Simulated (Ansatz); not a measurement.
BH2O (SMILES [BH]O): methods side by side

BH2O: 4 atoms, total charge 0, spin state doublet. As SMILES, `[BH]O`. Geometry: relaxed at PBE0-D4/def2-TZVP.

```xyz
4

B    -0.0061   -0.4855    0.3883
O     0.1197    0.5445   -0.4486
H    -1.0642   -1.0324    0.5403
H     1.0061    0.9132   -0.5003
```

Each level gives the energy change with the B1–H3 bond stretched from 1.201 to 1.801 Å (eV). The values are calculated.

```tsv
level	kind	program	value (eV)	less FCI/STO-3G
USVWN5/STO-3G	LDA	Ansatz	2.39	+0.04
U-revPBE/STO-3G	GGA	Ansatz	2.24	-0.11
U-r2SCAN/STO-3G	meta-GGA	Ansatz	2.44	+0.09
UBHLYP/STO-3G	global hybrid	Ansatz	2.70	+0.35
UHSE06/STO-3G	range-separated hybrid	Ansatz	2.55	+0.20
UB2PLYP/STO-3G	double hybrid	Ansatz	2.58	+0.23
UCCSDT(Q)/STO-3G	coupled cluster or CI	Ansatz	2.35	0.00
FCI/STO-3G	exact in the basis	Ansatz	2.35	0.00
```

FCI/STO-3G is exact within its basis and frozen core, so for wave-function methods in that basis the difference is their error; functionals converge differently with the basis, so for them it is only a difference. The first shape isn't each level's own minimum. The values span 2.24 to 2.70 eV. Spin contamination of the reference (⟨S²⟩ at least 0.1 too high) touches UCCSDT(Q)/STO-3G. All rows use very small basis sets, so none should be taken for the real molecule's value.
